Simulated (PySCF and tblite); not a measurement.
Values are calculated unless marked as measured or tabulated.
C₅H₈, numbered as in [CH2:1]1[C@@H:2]2[CH2:3][C@H:4]1[CH2:5]2.

Classical Langevin dynamics with GFN2-xTB (tblite), gas phase: time step 1.5 fs, H mass 4 u, friction 0.005 fs⁻¹, 400 steps to settle and 8000 to sample, one trajectory a temperature from the lowest conformer.

GIAO shieldings at B3LYP/pcSseg-1 (PySCF) on 9 frames a temperature; like atoms are averaged, and of two unlike H on one atom a is the less shielded at the minimum.

Q: How far do thermal motions move the shieldings from their values at the minimum?

A: 
| signal | σ at minimum (ppm) | Δσ, 300 K | Δσ, 500 K | Δσ, 800 K |
| --- | --- | --- | --- | --- |
| C1/C3/C5 | 129.2 | -0.2 ± 1.2 | -2.1 ± 1.1 | -3.3 ± 1.2 |
| C2/C4 | 147.7 | -1.6 ± 1.1 | -2.5 ± 1.1 | -3.6 ± 1.9 |
| H1/H3/H5 | 30.03 | -0.02 ± 0.18 | -0.38 ± 0.14 | -0.26 ± 0.09 |
| H2/H4 | 29.41 | -0.41 ± 0.14 | -0.06 ± 0.27 | -1.07 ± 0.25 |

Errors are standard errors over frames. Zero-point motion is missing, and a reference compound would move too.

Q: What do the single frames at 800 K give for C2/C4?

A: 
```json
{"t (fs)": "1266", "V above the minimum, tight binding (kcal/mol)": "28.6", "E above it, DFT (kcal/mol)": "31.1", "torsions (°)": "none", "σ (ppm)": "146.6"}
{"t (fs)": "2600", "V above the minimum, tight binding (kcal/mol)": "29.7", "E above it, DFT (kcal/mol)": "31.8", "torsions (°)": "none", "σ (ppm)": "153.5"}
{"t (fs)": "3933", "V above the minimum, tight binding (kcal/mol)": "14.1", "E above it, DFT (kcal/mol)": "12.8", "torsions (°)": "none", "σ (ppm)": "141.4"}
{"t (fs)": "5266", "V above the minimum, tight binding (kcal/mol)": "20.0", "E above it, DFT (kcal/mol)": "20.4", "torsions (°)": "none", "σ (ppm)": "144.5"}
{"t (fs)": "6600", "V above the minimum, tight binding (kcal/mol)": "32.3", "E above it, DFT (kcal/mol)": "31.8", "torsions (°)": "none", "σ (ppm)": "137.8"}
{"t (fs)": "7934", "V above the minimum, tight binding (kcal/mol)": "31.5", "E above it, DFT (kcal/mol)": "34.7", "torsions (°)": "none", "σ (ppm)": "151.6"}
{"t (fs)": "9267", "V above the minimum, tight binding (kcal/mol)": "30.8", "E above it, DFT (kcal/mol)": "29.1", "torsions (°)": "none", "σ (ppm)": "136.7"}
{"t (fs)": "10600", "V above the minimum, tight binding (kcal/mol)": "25.3", "E above it, DFT (kcal/mol)": "23.7", "torsions (°)": "none", "σ (ppm)": "139.9"}
{"t (fs)": "11934", "V above the minimum, tight binding (kcal/mol)": "14.3", "E above it, DFT (kcal/mol)": "14.2", "torsions (°)": "none", "σ (ppm)": "145.0"}
```

Q: And the couplings at B3LYP/pcseg-1 with pcJ-1 on H?

A: 
```tsv
pair	bonds	minimum (Hz)	300 K	500 K	800 K
H1,H2	3	-0.2	-0.2 ± 0.0	-0.2 ± 0.0	-0.2 ± 0.0
```

Changes within two standard errors are not significant.

The study took 17 min on 1 thread of Arm Neoverse N1 (shared host) (rough), peak memory 0.73 GiB, launched as `OMP_NUM_THREADS=1 python ens_run.py task.json out`.
